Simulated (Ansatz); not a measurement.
# AlClH2O: the cost of one run

Program: Ansatz 0.2.0. Level of theory: UKS PBE0-D4/cc-pVDZ. These are calculated values, not measurements.

## (1) The starting structure

Bond lengths: O1–Al2 1.785 Å, Al2–Cl3 2.191 Å, O1–H4 0.963 Å, Al2–H5 1.591 Å. Angles: O1–Al2–Cl3 118.0°, O1–Al2–H5 121.3°, Cl3–Al2–H5 120.8°, Al2–O1–H4 103.4°.

Structure file:

```xyz
5

O    -1.0302    0.0451   -0.9627
Al    0.4306    0.0977    0.0621
Cl    1.3057   -1.8063    0.7030
H    -1.7507    0.1088   -0.3271
H     1.0944    1.4810    0.4833
```

## (2) Relaxing the start

input.yaml

```yaml
crystal:
  periodic: [false, false, false]
  atoms:
    - { symbol: O, position_ang: [-1.0302, 0.0451, -0.9627] }
    - { symbol: Al, position_ang: [0.4306, 0.0977, 0.0621] }
    - { symbol: Cl, position_ang: [1.3057, -1.8063, 0.703] }
    - { symbol: H, position_ang: [-1.7507, 0.1088, -0.3271] }
    - { symbol: H, position_ang: [1.0944, 1.481, 0.4833] }
magnetization:
  spin_polarized: true
basis:
  gaussian: { orbitals: cc-pVDZ }
hamiltonian:
  xc: pbe0
  dispersion: d4
relax:
  f_tol: 0.02
  max_steps: 40
```

The run is started by

```console
ansatz run input.yaml --threads 1 --pin off --max-ram 2048MiB --backend cpu --events-out ev --progress --plain --runs-dir out
```

Q: Estimate wall time and peak memory on 1 thread of an Arm CPU, shared host.

About 39 s, with a peak of 0.15 GiB.
